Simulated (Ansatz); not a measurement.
Pressure series in MgO

Start from MgO in the rock salt structure (space group Fm-3m, No. 225; a = 4.214 Å).

Cell and atoms are relaxed at each pressure.

Method: DFT with PBEsol, PAW potentials and a 420 eV plane-wave cutoff in Ansatz (a first-principles code), no SOC.

```tsv
pressure (GPa)	volume per atom (Å³/atom)
-2	9.477
-1	9.415
0	9.355
0.7	9.315
1.5	?
3	9.185
5	9.080
7.5	8.956
10	8.841
```

**Question.** Fit the third-order Birch–Murnaghan form P(V) = (3B₀/2)[(V₀/V)^(7/3) − (V₀/V)^(5/3)]·[1 + (3/4)(B₀′ − 4)((V₀/V)^(2/3) − 1)] (squares taken in P) to the rows shown and predict the withheld row.

**Answer.** Least squares on the printed values gives V₀ = 9.355 Å³/atom, B₀ = 158 GPa, B₀′ = 4.0; this predicts 9.268 Å³/atom, and the run gives 9.268 Å³/atom, in agreement.

Measured bulk modulus of MgO: 169.8 GPa (static lattice; corrected from measurement; as listed in Daniel Mejia-Rodriguez, S. B. Trickey, Phys. Rev. B (2018)); the computed value is 7 % below it.

Load acts through the strain it causes; cell and atoms are relaxed under it. Whether these cells are dynamically stable was not tested. Competing high-pressure phases were not computed. The base started in Pnma and relaxed to Fm-3m at this level.
